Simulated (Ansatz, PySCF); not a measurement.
System: C₃H₄, charge 0, multiplicity 1. SMILES: C#CC
Geometry: optimised at B3LYP-D3(BJ)/def2-TZVP (Ansatz, a first-principles code).


Property: enthalpy of formation at 298 K (from the atomisation energy, B3LYP-D3(BJ)/def2-TZVP harmonic zero-point and thermal terms from PySCF, and the atoms' enthalpies of formation in the G2/97 table; no spin-orbit terms, and no core term in the frozen-core levels), in kcal/mol. Correlated levels leave the core frozen unless marked. UHF or UKS for open shells. Spin-orbit coupling is left out. No relativistic terms. The coupled-cluster limit lacks core correlation, which all-electron functionals hold. Basis-set limits of correlation are two-point, X^-3; Hartree-Fock from the larger set. The bracket is a focal-point correction in the basis named.

Measured: 44.4 kcal/mol (Active Thermochemical Tables 1.112 (ions: stationary electron), as tabulated in the package chemicals); it holds spin-orbit and relativistic effects, which these rows lack, and core correlation, which the frozen-core levels lack.

| level | program | enthalpy of formation at 298 K (kcal/mol) | error against measurement |
|---|---|---|---|
| BLYP-D3(BJ)/def2-TZVPD | Ansatz + dftd3 | 44.6 | 0.2 |
| BLYP-D4/def2-TZVPD | Ansatz + dftd4 | 44.7 | 0.3 |
| BHLYP-D3(BJ)/def2-TZVPD | Ansatz + dftd3 | 65.6 | 21.2 |
| BHLYP-D4/def2-TZVPD | Ansatz + dftd4 | 66.3 | 21.9 |
| TPSSh/def2-TZVPD | PySCF | 45.9 | 1.5 |
| r2SCANh-D4/def2-TZVPD | Ansatz + dftd4 | 49.6 | 5.2 |
| PW6B95-D4/def2-TZVPD | PySCF + dftd4 | 42.5 | -1.9 |
| HSE06-D3(BJ)/def2-TZVPD | Ansatz + dftd3 | 40.5 | -3.9 |
| MP2/aug-cc-pVDZ | Ansatz | 81.5 | 37.1 |
| SCS-MP2/6-31G* | Ansatz | 98.2 | 53.8 |
| SCS-MP2/cc-pVDZ | Ansatz | 91.9 | 47.5 |
| CCSD/aug-cc-pVDZ | Ansatz | 105.5 | 61.1 |
| CCSD/aug-cc-pVTZ | Ansatz | 71.8 | 27.4 |
| RI-MP2/CBS(cc-pVTZ,cc-pVQZ)+[CCSD(T)-MP2]/cc-pVTZ | Ansatz | 46.5 | 2.1 |
| RI-MP2/CBS(aug-cc-pVTZ,aug-cc-pVQZ)+[CCSD(T)-MP2]/aug-cc-pVTZ | Ansatz | 46.5 | 2.1 |
